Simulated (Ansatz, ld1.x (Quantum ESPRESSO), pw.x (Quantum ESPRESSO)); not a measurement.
Equation-of-state test of one TM potential (Au)

Au, norm-conserving Troullier–Martins (Kleinman–Bylander form), made with ld1.x (Quantum ESPRESSO) 7.5 (LDA (PW92), scalar-relativistic). Core [Xe] 4f14, reference 5d10 6s0.75 6p0.25. Waves: 6p (bound): rc 2.75 bohr; 5d (bound): rc 1.95 bohr; 6s (bound): rc 2.10 bohr. Local part: the s channel. Core correction: a·sin(br)/r model core, default radius (core density twice the valence density).

Crystal test: diamond Au in pw.x 7.5, no spin, 8³ k-points, Fermi–Dirac smearing 0.01 Ry, cutoffs 85/340 Ry. The reference is all-electron LAPW (Ansatz 0.2.0) with the same functional, mesh and smearing; V0 and B0 come from Birch–Murnaghan fits to the pressures at five volumes. Errors are pseudo minus all-electron; Δ is the rms difference of the E(V) curves that follow from these fits, minima aligned, over ±6 % about the mean V0. Mesh and smearing are coarse, so the numbers serve the comparison and aren't converged zero-temperature values; the lattice is a test structure that the element need not adopt.

All-electron: a0 = 5.949 Å (V0 = 26.31 Å³/atom), B0 = 80.9 GPa.

Question: How far does the potential miss the all-electron equation of state?

Answer: mean pressure error (GPa): +3.45; a0 (Å): 6.027; a0 error (%): +1.32; B0 error (%): -6.6; Δ (meV/atom): 18.2. The largest radius (2.75 bohr) exceeds half the bond length (2.43 bohr), so the spheres overlap, which is one possible source of error among others. This is a poor potential for the solid.

| V (Å³/atom) | P all-electron (GPa) | P pseudo (GPa) |
| --- | --- | --- |
| 24.882 | 5.31 | 9.52 |
| 25.537 | 2.64 | 6.42 |
| 26.192 | 0.38 | 3.78 |
| 26.847 | -1.53 | 1.54 |
| 27.502 | -3.14 | -0.35 |

Question: At the middle volume, how do free energy and pressure move when the wave cutoff is lowered (ecutrho kept at four times it)?

Answer:

```tsv
cutoff (Ry)	shift of F (meV/atom)	shift of P (GPa)
38	+496.1	-22.19
51	+16.9	-0.24
68	+8.5	-0.10
```

The run at the middle volume (29 k-points, 9 iterations) took about 39 s on one core of a shared host (Neoverse-V1, 32 threads, 247 GiB, load 32).
